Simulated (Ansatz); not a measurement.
FH₃SSi, SMILES F[SiH2]S, a geometry optimisation

Program: Ansatz's Python interface.

The cells in order, each with its output:

**Cell 1**
```python
from dataclasses import dataclass
import itertools
import warnings

import ansatz as az
from ase import Atoms
from ase.data import atomic_numbers, covalent_radii
import numpy as np


@dataclass
class Settings:
    basis_set: str = 'def2-SVP'
    xc: str = 'pbe0'
```

**Cell 2**
```python
opts = Settings()
```

**Cell 3**
```python
warnings.simplefilter('ignore', az.DeckWarning)

atoms = Atoms(['F', 'Si', 'S', 'H', 'H', 'H'], positions=[
    (-1.8389, 0.5531, -0.2664),
    (-0.3975, 0.0245, -0.3648),
    (0.5204, 0.2507, 1.5267),
    (-0.3489, -1.4014, -0.7252),
    (0.3816, 0.7797, -1.3944),
    (1.7253, -0.2705, 1.1778),
])
molecule = az.Crystal.molecule_from_ase(atoms)
```

**Cell 4**
```python
setup = (
    molecule.calculation()
    .basis(gaussian=opts.basis_set)
    .functional(opts.xc)
)
symbols = [site.symbol for site in molecule.cartesian_sites]
start = np.array([site.position_ang for site in molecule.cartesian_sites], dtype=float)
def progress(event):
    if event['event'] == 'relax_step':
        row = event['data']
        print(f'step {row["step"]:3d}  E = {row["lagrangian_ev"]:.6f} eV  largest force component {row["allowed_force_max_ev_ang"]:.4f} eV/A')
```

**Cell 5**
```python
data = setup.relax(force_tolerance=0.005).session().plan().execute(on_event=progress).report
end = np.array(data['positions_ang'])
```
Output:
```text
step   1  E = -21462.788733 eV  largest force component 3.7302 eV/A
step   2  E = -21462.894345 eV  largest force component 1.8950 eV/A
step   3  E = -21462.961275 eV  largest force component 0.6238 eV/A
step   4  E = -21462.967514 eV  largest force component 0.1664 eV/A
step   5  E = -21462.968401 eV  largest force component 0.0924 eV/A
step   6  E = -21462.968692 eV  largest force component 0.0111 eV/A
step   7  E = -21462.968735 eV  largest force component 0.0056 eV/A
step   8  E = -21462.969046 eV  largest force component 0.0796 eV/A
step   9  E = -21462.968458 eV  largest force component 0.3102 eV/A
step  10  E = -21462.969751 eV  largest force component 0.0639 eV/A
step  11  E = -21462.970567 eV  largest force component 0.2666 eV/A
step  12  E = -21462.973345 eV  largest force component 0.2610 eV/A
step  13  E = -21462.991568 eV  largest force component 0.1200 eV/A
step  14  E = -21462.989693 eV  largest force component 0.9874 eV/A
step  15  E = -21463.002468 eV  largest force component 0.1260 eV/A
step  16  E = -21463.012936 eV  largest force component 0.4380 eV/A
step  17  E = -21463.041432 eV  largest force component 0.2549 eV/A
step  18  E = -21463.074359 eV  largest force component 0.1660 eV/A
step  19  E = -21463.076190 eV  largest force component 0.2604 eV/A
step  20  E = -21463.088215 eV  largest force component 0.0486 eV/A
step  21  E = -21463.088137 eV  largest force component 0.0287 eV/A
step  22  E = -21463.088387 eV  largest force component 0.0172 eV/A
step  23  E = -21463.088388 eV  largest force component 0.0085 eV/A
step  24  E = -21463.088399 eV  largest force component 0.0014 eV/A
```

**Cell 6**
```python
for key in ('converged', 'free_energy_ev', 'reference_energy_ev', 'n_frozen', 'n_occupied', 'n_virtual'):
    print(f'{key:22s} {data[key]}')
```
Output:
```text
converged              True
free_energy_ev         -21463.08841940169
reference_energy_ev    -21463.08841940169
n_frozen               0
n_occupied             [21, 21]
n_virtual              [44, 44]
```

**Cell 7**
```python
radius = [covalent_radii[atomic_numbers[s]] for s in symbols]
span = lambda where, i, j: np.linalg.norm(where[i] - where[j])
bonded = [(i, j) for i, j in itertools.combinations(range(len(symbols)), 2) if min(span(start, i, j), span(end, i, j)) < 1.2 * (radius[i] + radius[j])]
print('pair        before    after (A)')
for i, j in bonded:
    print(f'{symbols[i]}{i}-{symbols[j]}{j}'.ljust(10), f'{span(start, i, j):8.4f} {span(end, i, j):8.4f}')
```
Output:
```text
pair        before    after (A)
F0-Si1       1.5384   1.6239
Si1-S2       2.1146   2.1266
Si1-H3       1.4715   1.4860
Si1-H4       1.4958   1.4842
S2-H5        1.3584   1.3516
```

**Cell 8**
```python
charges = data['charge_distribution']
dipole = np.array(charges['dipole_moment_e_ang']) * 4.803205
print('dipole (D): {:.3f} {:.3f} {:.3f}, length {:.3f}'.format(*dipole, np.linalg.norm(dipole)))
print('atom  Mulliken   Lowdin')
for symbol, m, l in zip(symbols, charges['mulliken_charges_e'], charges['lowdin_charges_e']):
    print(f'{symbol:4s} {m:9.3f} {l:8.3f}')
```
Output:
```text
dipole (D): 0.759 -1.126 -0.312, length 1.393
atom  Mulliken   Lowdin
F       -0.345   -0.046
Si       0.654    0.141
S       -0.265    0.087
H       -0.079   -0.090
H       -0.073   -0.086
H        0.109   -0.006
```

Total energies depend on the basis set; only differences at equal settings carry meaning. The end point is the stationary point reached from this start; no frequency run checks that it is a minimum, and the basis set is modest. The Löwdin charges here are taken after orthogonalising the functions within each atom; they differ from plain Löwdin charges, and their signs can be unphysical. Finished in 44 s on 1 thread of Intel(R) Xeon(R) Platinum 8488C (Sapphire Rapids) (shared host), peak memory 0.21 GiB.

(Lines on the test bed's own set-up are left out of the output.)
